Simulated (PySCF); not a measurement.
An EPR property job and its printed output. Input:

```
{"job": {"kind": "epr", "basis": "pcH-1"}, "charge": 0, "multiplicity": 2}
C      1.870401    -0.106085     0.330716
C      0.785949    -0.456109    -0.707697
C     -0.573368    -0.047640    -0.269160
C     -1.340440    -0.926256     0.650024
C     -1.010209     1.359400    -0.455385
H      2.849066    -0.420367    -0.024916
H      1.891642     0.966552     0.506445
H      1.665446    -0.606967     1.273557
H      0.814304    -1.536206    -0.876792
H      1.041721     0.044178    -1.645958
H     -2.413035    -0.763493     0.542807
H     -1.122512    -1.975951     0.457649
H     -1.092400    -0.728697     1.701513
H     -0.691879     1.997245     0.380001
H     -0.585510     1.781474    -1.365237
H     -2.096773     1.427865    -0.508977
```

The calculation used UKS B3LYP, pcH-1 on C H, non-relativistic, mean-field spin-orbit, GIAO in PySCF 2.14.0. Geometry: GFN2-xTB, one conformer, isolated molecule. The geometry wasn't refined by DFT: couplings that depend on bond lengths, twists or pyramidal angles can differ widely from those at the functional's own minimum.

Output of the driver script. The program numbers atoms from 0.

```
UKS, coarse grid
  cycle   1  E = -197.06799361  |g| = 3.40e-01
  cycle   2  E = -197.04520888  |g| = 4.05e-01
  cycle   3  E = -197.13233276  |g| = 2.59e-02
  cycle   4  E = -197.13256954  |g| = 1.78e-02
  cycle   5  E = -197.13272218  |g| = 4.01e-03
  cycle   6  E = -197.13273250  |g| = 1.33e-03
  cycle   7  E = -197.13273279  |g| = 5.44e-04
UKS, final grid
  cycle   1  E = -197.13273263  |g| = 6.12e-04
  cycle   2  E = -197.13273254  |g| = 7.60e-04
  cycle   3  E = -197.13273282  |g| = 4.50e-05
  cycle   4  E = -197.13273282  |g| = 2.26e-05
E = -197.13273282 Eh   <S^2> = 0.7540 (exact 0.7500)
g shifts (ppm)      1          2          3
  rmc          -143       -143       -143
  gc             -6         33         32
  oz_so         -10        657        669
  total        -159        547        558
hyperfine (MHz)  atom isotope    a_iso     a_fc   dipolar eigenvalues
    0   13C      74.24      74.24     -5.62     -5.47     11.09
    1   13C     -30.63     -30.63     -1.91     -0.82      2.73
    2   13C     111.28     111.28    -80.12    -80.10    160.22
    3   13C     -31.96     -31.96     -1.70     -1.03      2.73
    4   13C     -31.94     -31.94     -1.69     -1.04      2.73
    5    1H      10.24      10.24     -3.52     -1.70      5.22
    6    1H      -4.02      -4.02     -4.80     -1.71      6.50
    7    1H      -4.02      -4.02     -4.80     -1.71      6.51
    8    1H      30.25      30.25     -5.21     -4.14      9.35
    9    1H      30.75      30.75     -5.20     -4.14      9.35
   10    1H      41.65      41.65     -4.94     -4.17      9.11
   11    1H      25.76      25.76     -4.99     -4.02      9.01
   12    1H     136.39     136.39     -4.71     -3.24      7.96
   13    1H     136.25     136.25     -4.71     -3.25      7.96
   14    1H      26.49      26.49     -4.99     -4.04      9.02
   15    1H      40.70      40.70     -4.94     -4.17      9.10
```

|g| in the SCF lines is the orbital gradient. In the g block, columns 1 to 3 are the principal axes in rising order; rmc is the relativistic mass correction, gc the gauge correction and oz_so the orbital-Zeeman/spin–orbit term. a_fc is the Fermi-contact part of a_iso, here all of it, since this run has no spin–orbit term in the hyperfine coupling.

(1) What does the output say about convergence, stability and spin contamination?

(2) What are the principal g values and g_iso?

(3) Which couplings shape the isotropic spectrum at natural abundance (0.05 mT or more)? Keep the log's numbering.

(4) What are the principal values of the full tensor of atom 2 (13C)?

Results:

(1) The SCF converged after 11 cycles in all, 7 of them on the coarse grid; no stability test was run. The unrestricted determinant has ⟨S²⟩ = 0.7540 (exact 0.7500), so spin contamination is small.

(2) Adding the total shifts to 2.002319 gives 2.00216, 2.00287, 2.00288; their mean shift is 315 ppm, so g_iso = 2.00263.

(3) atoms 10, 11, 12, 13, 14, 15 (1H, I = 1/2): mean 67.9 MHz = 2.42 mT in magnitude, a 1:6:15:20:15:6:1 septet; atoms 8, 9 (1H, I = 1/2): mean 30.5 MHz = 1.09 mT in magnitude, a 1:2:1 triplet. Together 21 lines to first order. Means are taken over nuclei equivalent by connectivity, which assumes that they swap fast. The six 1H nuclei of mean +67.9 MHz run from 25.8 to 136.4 MHz in the frozen geometry.

(4) a_iso plus each dipolar eigenvalue: 31.16, 31.18, 271.50 MHz.

The species is `CC[C](C)C` [radical]. The run used 235 basis functions and 5 iterations of the response equations. 

On Arm Neoverse V2, one thread, no GPU, shared host with 96 logical CPUs at a one-minute load of 44, this took 29 s wall (grids of density and orbitals included) and 0.94 GiB of memory at its peak.

Shape of the structure used: `[CH3:1][CH2:2][C:3]([CH3:4])[CH3:5]`: C1–C2–C3–C4 -82°.
Labels such as C1 count atoms from 1, the log's own numbers from 0.
